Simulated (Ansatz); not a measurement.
Input file:

```yaml
crystal:
  periodic: [false, false, false]
  atoms:
    - {symbol: B, position_ang: [0.000000, 0.079752, 0.863775]}
    - {symbol: N, position_ang: [0.000000, -0.117617, -0.587927]}
    - {symbol: H, position_ang: [0.000000, 0.779045, -1.094669]}
basis:
  gaussian: {orbitals: 6-31G}
magnetization: {spin_polarized: false, initial_magnetization: 5}
correlation: {method: ccsd, electrons: outside_noble_gas}
accuracy: high
```

```sh
$ ansatz run in.yaml --threads 1 --pin off --events-out ev --progress --plain --max-ram 2393MiB
```

Problem. Roughly how long does this take on 1 thread of Intel Xeon 6975P-C, shared host, and how much host memory?

Solution. 0.3 s wall and 0.09 GiB.

```
481 factors; integrals over basis functions are off by at most 2.9e-9 eV
mean field evaluation 1: about -2155.7933 eV, gradient 2.1e1 eV
mean field evaluation 2: about -2155.7960 eV, gradient 2.1e1 eV
mean field evaluation 4: about -2159.0463 eV, gradient 1.8e0 eV
mean field evaluation 8: about -2159.0927 eV, gradient 1.5e-3 eV
mean field evaluation 16: about -2159.0404 eV, gradient 1.8e0 eV
mean field evaluation 32: about -2155.1522 eV, gradient 9.3e0 eV
mean field -2159.09268603 eV, -79.3451927260 hartree, gradient 4.6e-8 eV, S^2 8.750000; 0 other end points of the search recorded, 0 dependent functions left out
mean field evaluation 64: about -2159.1573 eV, gradient 4.3e-1 eV
2 core orbitals not correlated: weight in the atoms' cores, before any rotation towards them, 1.000 or more for the frozen orbitals, at most 0.000 for the correlated occupied ones
reference -2159.09268603 eV, -79.3451927260 hartree; 7, 2 occupied and 11, 16 virtual orbitals, 481 factors
second order -1.84416407 eV of doubles, -0.03771621 eV of singles
cycle   1  -2.21353482 eV  change   -3.3e-1 eV  update   4.1e-2
cycle   2  -2.35747271 eV  change   -1.4e-1 eV  update   1.7e-2
cycle   3  -2.37175892 eV  change   -1.4e-2 eV  update   5.9e-3
cycle   4  -2.37521872 eV  change   -3.5e-3 eV  update   2.2e-3
cycle   5  -2.37569236 eV  change   -4.7e-4 eV  update   7.9e-4
cycle   6  -2.37581596 eV  change   -1.2e-4 eV  update   3.1e-4
cycle   7  -2.37592089 eV  change   -1.0e-4 eV  update   1.3e-4
cycle   8  -2.37588696 eV  change    3.4e-5 eV  update   5.0e-5
cycle   9  -2.37589240 eV  change   -5.4e-6 eV  update   1.6e-5
cycle  10  -2.37589008 eV  change    2.3e-6 eV  update   7.8e-6
cycle  11  -2.37588897 eV  change    1.1e-6 eV  update   3.8e-6
cycle  12  -2.37588892 eV  change    5.7e-8 eV  update   1.3e-6
cycle  13  -2.37588978 eV  change   -8.7e-7 eV  update   4.4e-7
cycle  14  -2.37588981 eV  change   -2.7e-8 eV  update   1.6e-7
cycle  15  -2.37588969 eV  change    1.2e-7 eV  update   7.2e-8
cycle  16  -2.37588970 eV  change   -7.5e-9 eV  update   2.8e-8
cycle  17  -2.37588971 eV  change   -1.3e-8 eV  update   1.7e-8
cycle  18  -2.37588972 eV  change   -4.7e-9 eV  update   1.1e-8
cycle  19  -2.37588952 eV  change    2.0e-7 eV  update   4.6e-8
cycle  20  -2.37588947 eV  change    5.4e-8 eV  update   1.6e-8
cycle  21  -2.37588946 eV  change    5.4e-9 eV  update   4.5e-9
cycle  22  -2.37588946 eV  change   -1.1e-9 eV  update   1.6e-9
cycle  23  -2.37588946 eV  change  -2.8e-10 eV  update  5.6e-10
Total energy: -2161.46857549 eV, -79.4325050533 hartree
```
